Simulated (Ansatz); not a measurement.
Cohesive energy (eV/atom) of a set of elemental metals (20 solids), computed with PBE (Ansatz, a first-principles code, PAW) and with r²SCAN0 in Ansatz (PAW). The set holds measured phases with no doubt noted on the run or the magnetic state but for the caveats below. 21 more of the class have both values but aren't in it, for one of these reasons: built or high-temperature cells, doubts on the run or the magnetic state, unlike cells, values of zero, layered or molecular crystals. Solids without a value at one level (not run, failed, or a magnetic order lost), or held back for tests, aren't counted.

All rows, in order of the shift (worked out from unrounded values):

```tsv
solid	PBE	r²SCAN0	shift (eV/atom)
fcc Pb	2.95	2.61	-0.33
fcc Cu	3.52	3.28	-0.25
white tin (β-Sn)	3.13	2.99	-0.14
bcc Cs	0.71	0.64	-0.07
bcc Li	1.61	1.54	-0.07
bcc Rb	0.77	0.71	-0.06
bcc K	0.87	0.81	-0.06
hcp Tl	2.01	1.96	-0.05
bcc Na	1.08	1.04	-0.05
body-centred tetragonal In	2.32	2.30	-0.02
fcc Ca	1.91	1.90	-0.01
hcp Be	3.73	3.75	+0.02
fcc Sr	1.61	1.64	+0.03
fcc Ag	2.53	2.58	+0.05
fcc Al	3.43	3.49	+0.06
fcc Au	3.05	3.12	+0.07
α-phase Ga	2.63	2.74	+0.12
hcp Mg	1.50	1.65	+0.15
hcp Zn	1.11	1.37	+0.26
hcp Cd	0.75	1.03	+0.29
```

The shift from PBE to r²SCAN0 has a median of -0.02 eV/atom, and eight in ten lie between -0.15 eV/atom and +0.16 eV/atom; r²SCAN0 is the larger in 9 and the smaller in 11 of 20.

Ansatz's runs of these crystals have no spin polarisation.

Spin–orbit coupling is left out, also for the solids with elements from indium on (body-centred tetragonal In, white tin (β-Sn), hcp Tl, bcc Cs, fcc Pb, fcc Au); its size isn't shown.

Exact exchange on metals is sensitive to the k mesh.

Free atoms are spin-polarised, in the lowest state found; at levels without +SOC their spin–orbit coupling is left out. Each level is taken at its own relaxed cell. Caveats: the cell is over a tenth larger than the published one: the level's own overestimate first of all, though another phase or state, or a fault of the published cell, is possible (PBE: hcp Tl). Ansatz's density-functional and Hartree–Fock values are scalar-relativistic unless marked +SOC, with PAW data made under PBE.
